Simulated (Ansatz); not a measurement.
The first iterations of a band of BFH$_{2}$ (4 atoms, charge 0, multiplicity 1).

These are results of RKS BLYP-D4/6-31G* in Ansatz, not measurements.

```json
{"movable images": "5", "climbing image": "yes", "spring": "5.0 eV/Å²", "optimiser": "quadratic models (default)", "start path": "through a guess of the saddle point", "force threshold": "0.05 eV/Å", "iteration limit": "60", "end points": "relaxed"}
```

Image 0:

```xyz
4
Properties=species:S:1:pos:R:3
B 0.321 0.000 0.185
H 0.275 0.000 1.387
H 1.339 0.000 -0.456
F -0.835 0.000 -0.482
```

Image 6:

```xyz
4
Properties=species:S:1:pos:R:3
B -0.653 0.050 -1.461
H 1.296 -0.018 1.517
H 1.769 -0.018 0.938
F -1.313 -0.015 -0.359
```

| iteration | highest image above the first end (eV) | largest band force component (eV/Å) |
| --- | --- | --- |
| 1 | 8.400 | 45.810 |
| 2 | 6.237 | 4.655 |
| 3 | 4.366 | 1.810 |
| 4 | 4.468 | 2.940 |
| 5 | 4.148 | 2.840 |

Question: Does the band converge within its limit, and where does its top end?

Answer: The run converged. It ended after 17 iterations with the highest image 4.147 eV above the first end. A structure lower than the last end lies on the path between it and the top, so the climb from that side starts below the end, which may itself be a saddle point or a shallow side well. Neighbouring images differ by up to 2.6 eV, so the band resolves the path poorly. A vibrational analysis at the climbing image gives one clearly imaginary mode, 1482i cm⁻¹: a first-order saddle point. The orbitals stay closed-shell, which can raise the energy where a bond breaks towards radicals; this wasn't checked here.

Run time: 37 s on 1 thread of Arm Neoverse V1 (shared host), peak memory 0.08 GiB.
